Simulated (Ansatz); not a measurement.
System: carbon monosulfide, CS (charge 0, singlet). 
Geometry from a B3LYP-D3(BJ)/def2-TZVP (Ansatz, an electronic-structure program) optimisation:
SMILES: [C-]#[S+]
```xyz
2

C      0.0000     0.0000    -1.1142
S      0.0000     0.0000     0.4178
```
Charge 0, spin multiplicity 1.

Basis-set convergence of Hartree-Fock and CCSD correlation energies (hartree) with Ansatz. Correlated levels leave the core frozen unless marked. Spin-orbit coupling is left out. No relativistic terms.

| basis | functions | E(HF) | E(corr, CCSD) |
|---|---|---|---|
| aug-cc-pV(D+d)Z | 55 | -435.33888 | -0.27310 |
| aug-cc-pV(T+d)Z | 101 | -435.35620 | -0.32324 |
| aug-cc-pV(Q+d)Z | 169 | -435.36134 | -0.33904 |

Extrapolating the two largest sets (X = 3 and 4) as X^-3: E(corr) = (64·(-0.33904) - 27·(-0.32324))/37 = -0.3506 Eh, an estimate of the basis-set limit. The largest set recovers 96.7 % of it, the smallest 77.9 %.
